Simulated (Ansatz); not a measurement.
A nudged elastic band was laid between two geometries of BH₃OS (6 atoms, charge 0, multiplicity 1).

Level of theory: Ansatz 0.2.0, RHF/def2-SVP.

```
movable images  : 5
climbing image  : yes
spring          : 5.0 eV/Å²
optimiser       : quadratic models (default)
start path      : IDPP
force threshold : 0.03 eV/Å
iteration limit : 60
end points      : relaxed
```

First end point:

```xyz
6
Properties=species:S:1:pos:R:3
O -1.108 -0.095 -0.993
B 0.049 0.172 -0.370
S 0.348 -0.389 1.345
H -1.753 -0.583 -0.504
H 0.887 0.787 -0.960
H 1.577 0.108 1.483
```

Last end point:

```xyz
6
Properties=species:S:1:pos:R:3
O -1.285 -0.373 -0.506
B -0.057 0.038 -0.156
S 0.523 -0.380 1.517
H -1.550 -0.137 -1.380
H 0.645 0.657 -0.906
H 1.724 0.195 1.430
```

(1) Which bonds break or form, and what moves?

(2) Give the energies along the band, and the barrier.

(3) What is the geometry of the highest image?

The band took 7 iterations and of the order of 25 core-seconds.

## Answers

(1) No bond is made or broken. The dihedral H4–O1–B2–S3 changes from 0 to 180° by way of a nearly straight angle H4–O1–B2 (up to 179°), not by a turn about the bond.

(2) The run converged. The highest image is number 3 of 0 to 6, 15.0 kcal/mol above the first end and 15.1 kcal/mol above the last; the last end lies 0.1 kcal/mol below the first. A vibrational analysis at the climbing image gives 2 clearly imaginary modes (937i, 542i cm⁻¹): a point of higher order, so a lower path passes nearby.

```csv
image,path coordinate (Å),energy (kcal/mol),angle H4–O1–B2 (°)
0,0.00,0.0,117
1,0.27,2.0,128
2,0.54,8.9,149
3,0.81,15.0,179
4,1.07,9.3,149
5,1.33,2.2,128
6,1.60,-0.1,115
```

(3) 
```xyz
6
Properties=species:S:1:pos:R:3
O -1.159 -0.248 -0.673
B 0.034 0.118 -0.252
S 0.562 -0.333 1.445
H -2.000 -0.501 -0.980
H 0.789 0.739 -0.950
H 1.773 0.225 1.410
```

Run time: 25 s on 1 thread of Intel(R) Xeon(R) Processor @ 2.70GHz, with other jobs on the host, peak memory 0.11 GiB.
